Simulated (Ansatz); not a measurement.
# CH₃B: functionals against CCSD(T) at one geometry

The task here is to estimate one member of a computed series from the others.

Program: Ansatz 0.2.0, Gaussian basis. Level of theory: single points in def2-TZVPP. These are calculated values, not measurements.

Correlated methods freeze the cores.

## The starting structure

SMILES `B=C`, 5 atoms, charge 0, spin multiplicity 1.

Atoms are counted from 1 here; the program's logs count them from 0.

Bond lengths: B1–C2 1.408 Å, B1–H3 1.189 Å, C2–H4 1.153 Å, C2–H5 1.117 Å. Angles: C2–B1–H3 172.8°, B1–C2–H4 103.2°, B1–C2–H5 136.1°, H4–C2–H5 120.4°.

As a file:

```xyz
5
charge 0, multiplicity 1
B     0.11475   -0.82103    0.19555
C    -0.06049    0.54482   -0.09791
H     0.15370   -2.00013    0.34326
H    -0.73630    0.52931   -1.03186
H     0.35823    1.50907    0.27991
```

The first run:

run/in.yaml

```yaml
crystal:
  periodic: [false, false, false]
  atoms:
    - {symbol: B, position_ang: [0.114750, -0.821029, 0.195549]}
    - {symbol: C, position_ang: [-0.060486, 0.544820, -0.097910]}
    - {symbol: H, position_ang: [0.153700, -2.000130, 0.343258]}
    - {symbol: H, position_ang: [-0.736301, 0.529310, -1.031860]}
    - {symbol: H, position_ang: [0.358229, 1.509065, 0.279906]}
basis:
  gaussian: {orbitals: def2-TZVPP}
hamiltonian: {xc: pbe, dispersion: d4}
output: {forces: true}
```

Run with:

```sh
$ ansatz run in.yaml --threads 2 --pin off --events-out ev --progress --plain --max-ram 3481MiB
```

Among the steps run: PBE-D4/def2-TZVPP; r2SCAN-D4/def2-TZVPP; PBE0-D4/def2-TZVPP; wB97M-V/def2-TZVPP; CCSD(T)/def2-TZVPP.

One of the session's tables, all rows but one given; the rest of the session is left out.

| method | RMS force component (eV/Å) | angle to CCSD(T) forces (°) | dipole (D) |
| --- | --- | --- | --- |
| PBE-D4 | 0.617 | 18.7 | 0.52 |
| r2SCAN-D4 | 0.724 | 16.7 | 0.59 |
| PBE0-D4 | ? | ? | ? |
| wB97M-V | 0.770 | 18.0 | 0.70 |
| CCSD(T) | 0.624 | reference | 0.60 |

**Question.** Estimate the row for PBE0-D4.

As computed: RMS force component (eV/Å): 0.745; angle to CCSD(T) forces (°): 17.9; dipole (D): 0.64. In the column «RMS force component (eV/Å)» it lies between r2SCAN-D4 (0.724) and wB97M-V (0.770).
